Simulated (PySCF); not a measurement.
2-chloro-3-methylbutane, C₅H₁₁Cl.
Numbering: `[CH3:1][CH:2]([CH3:3])[C@H:4]([CH3:5])[Cl:6]` (hydrogens: H7, H8, H9 on C1; H10 on C2; H11, H12, H13 on C3; H14 on C4; H15, H16, H17 on C5)

Geometry (GFN2-xTB, Å), atoms numbered from 1 in this order:
```xyz
17
C5H11Cl angstrom
C     -1.478    1.223   -0.148
C     -0.442    0.224    0.363
C     -0.985   -1.199    0.218
C      0.880    0.378   -0.395
C      1.961   -0.604    0.024
Cl     1.520    2.037   -0.123
H     -2.408    1.116    0.406
H     -1.683    1.050   -1.203
H     -1.125    2.244   -0.027
H     -0.254    0.423    1.424
H     -1.981   -1.254    0.650
H     -1.053   -1.476   -0.832
H     -0.355   -1.921    0.730
H      0.701    0.310   -1.472
H      2.099   -0.580    1.103
H      1.691   -1.613   -0.279
H      2.905   -0.346   -0.450
```

The closed-shell SCF was solved with PySCF and density fitting under several settings on one GFN2-xTB geometry (grid level 2 and gas phase unless stated).

| settings | basis functions | SCF cycles | E (Eh) | HOMO (eV) | LUMO (eV) | dipole (D) |
| --- | --- | --- | --- | --- | --- | --- |
| PBE0/pcSseg-1 | 164 | 12 | -656.9248 | -8.21 | 0.97 | 2.20 |
| PBE0/def2-SVPD | 215 | 13 | -656.7045 | -8.24 | 0.59 | 2.21 |

Question: Estimate the rows for these settings: (1) B97-D/def2-SVPD, IEF-PCM methanol, grid level 4; (2) PBE0/MINI, fitting basis def2-qzvpp-jkfit; (3) HF/6-31G, grid level 1, energy threshold 1e-07 Eh.

Answer: 
```
                                         settings  basis functions  SCF cycles     E (Eh)  HOMO (eV)  LUMO (eV)  dipole (D)
  B97-D/def2-SVPD, IEF-PCM methanol, grid level 4              215          14  -656.9700      -6.97      -0.21        3.05
        PBE0/MINI, fitting basis def2-qzvpp-jkfit               45           8  -653.1066      -8.87       0.63        1.68
HF/6-31G, grid level 1, energy threshold 1e-07 Eh               80           8  -655.1329     -11.45       5.33        2.73
```

Question: Over all rows, what range does the HOMO–LUMO gap span?

Answer: From 6.76 eV (B97-D/def2-SVPD, IEF-PCM methanol, grid level 4) to 16.78 eV (HF/6-31G, grid level 1, energy threshold 1e-07 Eh). The functional of the narrowest has no exact exchange, that of the widest 100 % exact exchange.

Question: And the dipole moment?

Answer: From 1.68 D (PBE0/MINI, fitting basis def2-qzvpp-jkfit) to 3.05 D (B97-D/def2-SVPD, IEF-PCM methanol, grid level 4); the largest is 1.82 times the smallest, and the median is 2.21 D.

Question: Compare two rows with the functional PBE0: PBE0/MINI, fitting basis def2-qzvpp-jkfit and PBE0/def2-SVPD. Which energy is lower, and by how much?

Answer: PBE0/def2-SVPD (215 functions) lies 3.5979 Eh or 2258 kcal/mol below PBE0/MINI, fitting basis def2-qzvpp-jkfit (45 functions).

B97-D ran without the empirical dispersion term, which would shift the total energy alone. Cycle counts include a coarse-grid stage where the run had one. The structure is a single GFN2-xTB conformer; no vibrational corrections.
